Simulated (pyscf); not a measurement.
**Substitution at O: HO–Si(OH)(OH)–F + H atom (H•) → HO–Si(OH)(OH)–F + H atom (H•)**

Gas phase, doublet surface, charge 0. Bonds broken: O1–H6. Bonds formed: O1–H9. PySCF, gas phase, ωB97X-D3(BJ)/def2-SVP geometries.

Transition state (Å):

```xyz
9

O     -0.0098     1.4941     0.2903
Si    -0.7677     0.1359    -0.4283
O      0.2390    -0.7747    -1.3476
O     -2.0244     0.6376    -1.3396
F     -1.2680    -0.7541     0.8233
H      0.5860     2.0395    -0.5253
H      0.9758    -1.2175    -0.9131
H     -2.3649     0.0227    -1.9986
H     -0.3410     1.6830     1.3805
```

One imaginary mode, 2908i cm⁻¹; descent along it reached the two sides named.

```json
[
 {"bond": "O1–H6", "change": "breaks", "reactant side (Å)": "0.962", "saddle": "1.148", "product side": "3.3"},
 {"bond": "O1–H9", "change": "forms", "reactant side (Å)": "3.2", "saddle": "1.155", "product side": "0.962"}
]
```

Electronic energies relative to the separated reactants (eV):

```tsv
level	barrier	reaction energy	reverse barrier
ωB97X-D3(BJ)/def2-TZVP	1.62	0.00	1.62
PBE/def2-TZVP	1.05	0.00	1.05
r²SCAN/def2-TZVP	1.18	0.00	1.18
B3LYP-D3(BJ)/def2-TZVP	1.23	0.00	1.23
PBE0-D3(BJ)/def2-TZVP	1.34	0.00	1.34
M06-2X/def2-TZVP	1.49	0.00	1.49
ωB97M-D3(BJ)/def2-TZVP	1.47	0.00	1.47
HF/def2-TZVP	2.49	0.00	2.49
```

With ωB97M-D3(BJ)/def2-TZVP energies and thermal terms (ideal gas, 1 atm, RRHO with modes under 100 cm⁻¹ raised to 100, one conformer, R ln 2 for chiral ones without a mode under 150 cm⁻¹), in eV:

```tsv
T (K)	ΔH‡	ΔG‡	ΔH	ΔG
298	1.33	1.60	0.00	0.00
600	1.32	1.88	0.00	0.00
900	1.32	2.16	0.00	0.00
1200	1.31	2.45	0.00	0.00
```

This is the saddle that the search found; another between the same sides may lie lower. The angle at the attacked O is 138°.
